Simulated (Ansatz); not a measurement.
`Cc1cc[nH]c1` + H₂ → pyrrole + CH₄ at 400 K and 1 bar (hydrogenolysis of a C–C bond).

Calculated with Ansatz (gas phase, PBE0-D4/def2-TZVP geometries, no zero-point term in ΔE). CCSD(T)/CBS is the MP2 limit (def2-TZVPP, def2-QZVPP) plus CCSD(T) − MP2 in def2-TZVPP, frozen cores. This one scheme is used for every species.

```
      species  CCSD(T)/CBS energy (Eh)  H − E (kJ/mol)  S (J/(mol·K))
`Cc1cc[nH]c1`               -249.16737           318.8          344.2
           H₂                 -1.17544            38.0          139.0
 `c1cc[nH]c1`               -209.90399           239.0          293.7
          CH₄                -40.46206           131.3          197.2
```

H − E and S are ideal-gas, rigid-rotor, harmonic terms from PBE0-D4/def2-TZVP. The MP2-based limit puts H₂ 0.8 mEh under its directly extrapolated value; such offsets cancel only in part. 1 Eh = 2625.50 kJ/mol, R = 8.31446 J/(mol·K).

Problem. By hand: ΔE, ΔH, ΔS and ΔG.

Solution. ΔE = (-209.90399) + (-40.46206) − (-249.16737) − (-1.17544) = -0.02324 Eh = -61.0 kJ/mol. Δ(H − E) = 239.0 + 131.3 − 318.8 − 38.0 = 13.5, so ΔH = -47.5 kJ/mol. ΔS = 293.7 + 197.2 − 344.2 − 139.0 = 7.7 J/(mol·K). ΔG = -47.5 − 400 × (7.7)/1000 = -50.6 kJ/mol.

Problem. By hand: the equilibrium constant, and the temperature at which ΔG would vanish if ΔH and ΔS stayed fixed.

Solution. log₁₀ K = −ΔG/(RT ln 10) = 6.6. ΔH and −TΔS have one sign here, so there is no such temperature.

The number of gas molecules stays the same, so ΔS is small and ΔH decides. A doubt of 5 kJ/mol in ΔE shifts log₁₀ K by 0.7 here. These are equilibria of isolated gas molecules and say nothing of rates. Largest T1 diagnostic: 0.011 (customary marks: 0.02 for closed shells, 0.045 for open ones).
